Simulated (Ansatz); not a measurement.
**Relaxing nickel (fcc)**

These are results of Ansatz, DFT, revPBE, plane waves (420 eV) with PAW, scalar-relativistic, not measurements. The PAW files were generated under PBE, with cores re-solved for the functional.

k-point mesh 13×13×9, Fermi-Dirac smearing 0.05 eV, starting moments 0.80, -0.80 μB. Cell and atoms relax.

Starting structure:

```yaml
crystal:
  lattice:
    - [2.4917594441, 0.0, 0.0]
    - [0.0, 2.4917594441, 0.0]
    - [0.0, 0.0, 3.52388]
  atoms:
    - { symbol: Ni, position: [0.0, 0.0, 0.0], spin: 0.8 }
    - { symbol: Ni, position: [0.5, 0.5, 0.5], spin: -0.8 }
hamiltonian:
  xc: revpbe
  pseudopotentials:
    kind: paw
    azcp:
      Ni: "pseudopotentials/Ni.paw.azcp"
basis:
  ecutwfc: 420
  fft_grid_basis: typed
kpoints:
  mp_grid: { grid: [13, 13, 9], shift: [0, 0, 0] }
magnetization:
  spin_polarized: true
scf:
  occupations: { method: fermi_dirac, width: 0.05 }
relax:
  max_steps: 60
  f_tol: 0.01
  cell: {}
```

The pressure at the start is 2.1 GPa. By how much does the volume change?

From 10.94 to 11.06 Å³ per atom, 1.1 %. The final cell has a = 3.537 Å.

How much energy does the relaxation gain?

0.8 meV per atom.

Which magnetic state does it end in?

antiferromagnetic, largest moment 0.14 μB in the atomic sphere; moments 0.14, -0.14 μB.
